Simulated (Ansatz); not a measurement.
# B₂H₂ (singlet): wave-function methods side by side, 6-31G

An exercise on one series of results from a longer session: the logs are not shown, and one member is left open.

Method: 6-31G, core rule «outside noble gas», up to 2 orbitals frozen; program: Ansatz 0.2.0, Gaussian basis.

To be run: UHF; CCSD(T) on RHF; CCSD(T) on UHF; BCCD(T) on RHF; CISD; CCSDT(Q) on RHF; CCSDT(Q) on UHF; CISDTQ; CCSDTQ on RHF; CASSCF and MRCISD+Q, 8 electrons in 10 orbitals; CASSCF and NEVPT4(SD), 8 electrons in 10 orbitals; CASSCF and NEVPT2, 8 electrons in 10 orbitals; Full CI.

11 further runs of the same task are left out: 2 that didn't finish, 9 set aside as unsound or not needed.

### The system

The geometry is a PBE0/def2-TZVP stationary point (not a proven minimum) of the parent state, kept for this charge and spin.

4 atoms, charge 0, spin multiplicity 1.

Atoms are counted from 1 here; the program's logs count them from 0.

Bond lengths: B1–B2 1.585 Å, B1–H3 1.197 Å, B1–H4 1.197 Å. Angles: B2–B1–H3 118.9°, B2–B1–H4 118.9°, H3–B1–H4 122.2°.

The first run:

in.yaml reads:

```yaml
crystal:
  periodic: [false, false, false]
  atoms:
    - {symbol: B, position_ang: [0.000000, 0.000000, 0.675628]}
    - {symbol: B, position_ang: [0.000000, 0.000000, -0.909454]}
    - {symbol: H, position_ang: [0.000000, 1.047868, 1.253990]}
    - {symbol: H, position_ang: [0.000000, -1.047868, 1.253990]}
basis:
  gaussian: {orbitals: 6-31G}
magnetization: {spin_polarized: true, initial_magnetization: 0}
hamiltonian: {xc: hf}
output: {orbitals: {seedname: orbitals}}
```

Started as:

```console
> ansatz run in.yaml --threads 1 --pin off --events-out ev --progress --plain --max-ram 2393MiB
```

Steps of the session up to this table: UHF; CCSD(T) on RHF; CCSD(T) on UHF; BCCD(T) on RHF; CISD; CCSDT(Q) on RHF; CCSDT(Q) on UHF; CISDTQ; CCSDTQ on RHF; CASSCF and MRCISD+Q, 8 electrons in 10 orbitals; CASSCF and NEVPT4(SD), 8 electrons in 10 orbitals; CASSCF and NEVPT2, 8 electrons in 10 orbitals; Full CI.

One table of the session follows, with a row left open; its other results are not shown here.

It belongs to the step «Misses and costs». 

| method | from FCI (meV) |
| --- | --- |
| RHF | +3272.2 |
| RMP2 | +1059.0 |
| CISD | +316.6 |
| RCCSD | +107.8 |
| RCCSD(T) | ? |
| BCCD(T) | +39.6 |
| RCCSDT | +11.0 |
| CISDTQ | +15.9 |
| RCCSDT(Q) | +4.8 |
| RCCSDTQ | +0.4 |
| CASSCF valence | +917.5 |
| NEVPT2 valence | +259.5 |
| NEVPT4(SD) valence | +41.7 |
| MRCISD valence | +23.2 |
| MRCISD+Q valence | +5.4 |
| FCI | 0 |

Q: Estimate the row for RCCSD(T) from the others.

The run gave: from FCI (meV): +40.6. In the column «from FCI (meV)» it lies between BCCD(T) (+39.6) and NEVPT4(SD) valence (+41.7).

Left out of the table: UHF, UMP2, UCCSD, UCCSD(T), UCCSDT, UCCSDT(Q) (another determinant or state than the rows shown).
